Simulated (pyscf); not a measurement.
F–Si(F)(F)–O–Si(F)(F)–F + •H₂C–F → F–Si•(F)–O–Si(F)(F)–F + F–CH₂–F (atom transfer; doublet surface; F–Si broken, C–F formed). Optimised with ωB97X-D3(BJ)/def2-SVP in PySCF. Energies in kJ/mol from the separated reactants.

```tsv
level	barrier	reaction energy
ωB97X-D3(BJ)/def2-TZVP	272.3	+174.0
r²SCAN/def2-TZVP	229.2	+177.5
B3LYP-D3(BJ)/def2-TZVP	237.9	+172.5
PBE0-D3(BJ)/def2-TZVP	(withheld)	+164.0
M06-2X/def2-TZVP	(withheld)	(withheld)
ωB97M-D3(BJ)/def2-TZVP	266.1	+180.5
```

Problem. Complete the blanks.

Solution. 
- PBE0-D3(BJ)/def2-TZVP, barrier: 242.1
- M06-2X/def2-TZVP, barrier: 260.6
- M06-2X/def2-TZVP, reaction energy: +172.0

The functionals in the table span 43.1 kJ/mol in this barrier, from r²SCAN to ωB97X-D3(BJ). On the reactant side the descent ends in a complex (not fully relaxed), 17.2 kJ/mol under the separated species and 289.6 kJ/mol under the saddle at ωB97X-D3(BJ)/def2-TZVP. One saddle was located; it need not be the lowest between these sides. The angle at the transferred F is 134°.
